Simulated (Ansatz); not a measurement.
Geometry optimisation, Ansatz 0.2.0, UKS revPBE/cc-pVDZ.

Input:

```yaml
crystal:
  periodic: [false, false, false]
  atoms:
    - { symbol: C, position_ang: [-1.3533, 1.1823, -0.077] }
    - { symbol: C, position_ang: [-0.1659, 0.7328, 0.0206] }
    - { symbol: C, position_ang: [0.0956, -0.6745, -0.0402] }
    - { symbol: C, position_ang: [1.4357, -1.1603, 0.0794] }
    - { symbol: F, position_ang: [1.5905, -2.5037, 0.0154] }
    - { symbol: H, position_ang: [-0.27691, -0.32729, -1.00393] }
    - { symbol: H, position_ang: [-1.5491, 2.3003, -0.0434] }
    - { symbol: H, position_ang: [0.7083, 1.4419, 0.1468] }
    - { symbol: H, position_ang: [-0.6941, -1.3527, -0.1158] }
    - { symbol: H, position_ang: [2.2845, -0.6209, 0.2404] }
magnetization:
  spin_polarized: true
basis:
  gaussian: { orbitals: cc-pVDZ }
hamiltonian:
  xc: revpbe
relax:
  f_tol: 0.02
  max_steps: 50
```

Run as:

```bash
$ ansatz run input.yaml --threads 2 --pin off --max-ram 3072MiB --backend cpu --events-out ev --progress --plain --runs-dir out
```

**Question.** Where does it end, and by what steps?

**Answer.** It converged. After 11 steps the energy has fallen by 2.418 eV; H6 moved furthest, 0.87 Å.

```tsv
step	energy less start (eV)	largest force component (eV/Å)	accepted
0	0.0000	4.518	yes
1	-1.2983	1.527	yes
2	-1.8445	1.708	yes
3	-2.1614	1.310	yes
4	-2.3427	0.902	yes
5	-2.3950	0.507	yes
6	-2.4072	0.351	yes
7	-2.4144	0.110	yes
8	-2.4167	0.094	yes
9	-2.4177	0.047	yes
10	-2.4179	0.023	yes
11	-2.4179	0.008	yes
```

```xyz
10
Properties=species:S:1:pos:R:3
C -1.296 1.322 0.309
C -0.163 0.817 -0.158
C 0.091 -0.659 -0.425
C 1.293 -1.158 0.306
F 1.544 -2.496 0.206
H 0.222 -0.801 -1.531
H -1.697 2.312 0.558
H 0.685 1.500 -0.392
H -0.801 -1.263 -0.147
H 2.197 -0.555 0.497
```

Whether the end is a true minimum wasn't checked by a vibrational analysis.

Time of the run: 32 s on 2 threads of Arm Neoverse V2, on a shared host, peak memory 0.22 GiB.
